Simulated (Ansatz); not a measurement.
Energy needed to pull apart CSSi, singlet, into free ground-state atoms, from the structure below (displaced at random from a GFN2-xTB minimum); no zero-point or spin–orbit terms; open-shell atoms are treated unrestricted, in their ground-state multiplicity.

```xyz
3
angstrom
C 0.5715 0.6658 0.3723
Si -1.0522 0.3745 -0.5587
S 0.4988 -1.0452 0.1322
```

Ansatz 0.2.0; basis: def2-TZVPP; cores frozen in the correlated methods.

```json
{"method": "PBE-D4", "atomization energy (kcal/mol)": "240.2"}
{"method": "revPBE-D4", "atomization energy (kcal/mol)": "231.8"}
{"method": "r2SCAN-D4", "atomization energy (kcal/mol)": "224.7"}
{"method": "PBE0-D4", "atomization energy (kcal/mol)": "225.7"}
{"method": "BHLYP-D4", "atomization energy (kcal/mol)": "?"}
{"method": "wB97M-V", "atomization energy (kcal/mol)": "?"}
{"method": "HF", "atomization energy (kcal/mol)": "118.6"}
{"method": "MP2", "atomization energy (kcal/mol)": "222.1"}
{"method": "CCSD", "atomization energy (kcal/mol)": "199.5"}
{"method": "CCSD(T)", "atomization energy (kcal/mol)": "212.0"}
```

(1) What does BHLYP-D4 give? (Judge from chemistry; the value comes from the calculation.)

(2) What does wB97M-V give? (To be estimated.)

The T1 diagnostic stays at or below 0.027. The T1 diagnostic is large here, which may signal multireference character or strong orbital relaxation, so CCSD(T) is less sure. The restricted Hartree–Fock reference is unstable towards an unrestricted one here.

## Answers

(1) By the calculation: 202.3 kcal/mol, which is about 9.7 kcal/mol less than CCSD(T)/def2-TZVPP.

(2) The calculation gives: 227.4 kcal/mol, which is about 15.4 kcal/mol more than CCSD(T)/def2-TZVPP.

In triple zeta the MP2 and coupled-cluster atomization energies are still short of their basis limit by a few kcal/mol a bond, whereas those of the functionals are nearly converged, so these differences are not deviations from converged CCSD(T).

For scale, one of the runs: CCSD(T)/def2-TZVPP forces, 115 basis functions, launched by `ansatz run in.yaml --threads 4 --pin off --events-out ev --progress --plain --max-ram 5222MiB`. The run took 16 s on 4 CPU threads of an Arm Neoverse N1 (shared host), with 0.69 GiB of host memory at its peak.
